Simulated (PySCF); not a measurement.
Calculations on `CC(F)=C(F)F`, in the order of a workflow; each names the level of the geometry that it ran on. Settings lines and outputs come from a driver script.

C3H3F3.
Bonds: C1–C2, C2–F3, C2–C4 (double), C4–F5, C4–F6. Hydrogens: H7, H8, H9 on C1.

Step 1: PBE0-D3(BJ)/def2-SVP geometry optimisation, gas phase (PySCF 2.14.0) (from the GFN2-xTB geometry)
```json
{"job": {"xc": "PBE0", "basis": "def2-SVP", "d3": "d3bj", "grid": 1, "kind": "geom"}, "charge": 0, "multiplicity": 1}
```
```
step   0  E = -414.87940571  max force = 0.024096
step   1  E = -414.87722994  max force = 0.016226
step   2  E = -414.87935369  max force = 0.008242
step   3  E = -414.88036252  max force = 0.004358
step   4  E = -414.88042460  max force = 0.000945
step   5  E = -414.88042639  max force = 0.000487
step   6  E = -414.88042884  max force = 0.000203
optimisation converged
```

Final energy -414.88043 Eh after 6 steps; dipole 1.78 D. Energies in Eh; «max force» is the largest Cartesian gradient component in Eh/bohr.

Hardware: one thread of an x86-64 server, on a shared host. Cost: 22 s wall.

Step 2: TDDFT wB97X-D/def2-SVPD, vertical, gas phase, core orbitals frozen in the response (PySCF 2.14.0, density-fitted response routines) (on the PBE0-D3(BJ)/def2-SVP geometry)
```json
{"job": {"kind": "uv", "xc": "wB97X-D", "basis": "def2-SVPD", "ip": true}, "charge": 0, "multiplicity": 1}
```
```
...
Static polarisability (au): isotropic 40.447, principal 30.723 38.543 52.074
Singlet excitations
state   eV       nm        f      main configurations
  1   6.7294    184.2   0.00955   H->L 0.80, H->L+2 0.09
  2   7.3388    168.9   0.00078   H->L+3 0.42, H->L+2 0.16, H->L+4 0.14
  3   7.8500    157.9   0.48185   H->L+1 0.97
  4   8.1199    152.7   0.00998   H->L+2 0.66, H->L+3 0.28
  5   8.9103    139.1   0.00403   H->L+4 0.73, H->L+3 0.15
  6   9.2444    134.1   0.00070   H->L+5 0.94
  7   9.7586    127.1   0.00768   H->L+6 0.79
  8   9.9221    125.0   0.00174   H->L+8 0.93
  9   9.9846    124.2   0.02646   H->L+7 0.78
 10  10.0559    123.3   0.00277   H-1->L+1 0.80, H->L+9 0.10
Triplet excitations (Tamm-Dancoff, eV): 4.5775 6.4968 6.9769 7.9493
Vertical ionisation energy (delta-SCF) = 9.6955 eV
```

HOMO -9.11 eV, LUMO 2.15 eV; lowest singlet 6.73 eV; lowest triplet 4.58 eV (Tamm–Dancoff); mean polarisability 40.4 au.

Time: 28 s wall. Hardware: x86-64 server, one thread (shared host).

Step 3: delta-SCF UKS SCAN, pcX-2 on the ionised atom, pcseg-1 elsewhere, spin-free X2C (PySCF 2.14.0) (on the PBE0-D3(BJ)/def2-SVP geometry)
```json
{"job": {"kind": "xps"}, "charge": 0, "multiplicity": 1}
```
```
...
ground state, core basis on atom 0 (C), 130 functions
  E(ground) = -415.71788111 Eh
hole in C 1s of atom 0
  E(ion) = -404.99561078 Eh   <S^2> = 0.7677   hole on atom = 1.000   binding energy = 291.768 eV
ground state, core basis on atom 1 (C), 130 functions
  E(ground) = -415.72653722 Eh
hole in C 1s of atom 1
  E(ion) = -404.94556543 Eh   <S^2> = 0.7946   hole on atom = 1.000   binding energy = 293.365 eV
ground state, core basis on atom 2 (F), 130 functions
  E(ground) = -415.76655871 Eh
hole in F 1s of atom 2
  E(ion) = -390.28212734 Eh   <S^2> = 0.7569   hole on atom = 1.000   binding energy = 693.467 eV
ground state, core basis on atom 3 (C), 130 functions
  E(ground) = -415.72949010 Eh
hole in C 1s of atom 3
  E(ion) = -404.87677930 Eh   <S^2> = 0.7932   hole on atom = 1.000   binding energy = 295.317 eV
ground state, core basis on atom 4 (F), 130 functions
  E(ground) = -415.76521909 Eh
hole in F 1s of atom 4
  E(ion) = -390.24892693 Eh   <S^2> = 0.7569   hole on atom = 1.000   binding energy = 694.334 eV
ground state, core basis on atom 5 (F), 130 functions
  E(ground) = -415.76611770 Eh
hole in F 1s of atom 5
  E(ion) = -390.25384549 Eh   <S^2> = 0.7569   hole on atom = 1.000   binding energy = 694.224 eV
```

C1s of C1 291.77 eV; C1s of C2 293.37 eV; F1s of F3 693.47 eV; C1s of C4 295.32 eV; F1s of F5 694.33 eV; F1s of F6 694.22 eV. SCF cycles are left out; they run on a coarse grid, and E(ground) and E(ion) are re-evaluated on a finer one. The log counts atoms from 0, this text from 1.

On x86-64 server, one thread, no GPU, on a shared host, this took 39 s.

Geometry of the electronic-property runs (PBE0-D3(BJ)/def2-SVP):
```
atom  x, y, z in Å
C1    -1.1550    0.1430    0.0946
C2     0.2688   -0.0963    0.4212
F3     0.5426   -0.3157    1.7120
C4     1.2813   -0.1092   -0.4455
F5     1.1272    0.0906   -1.7358
F6     2.5338   -0.3206   -0.1279
H7    -1.2879    0.3033   -0.9824
H8    -1.7694   -0.7181    0.4026
H9    -1.5293    1.0290    0.6323
```


The pairwise dispersion term of wB97X-D wasn't added to the energies; at a given geometry it leaves orbitals and properties as they are.
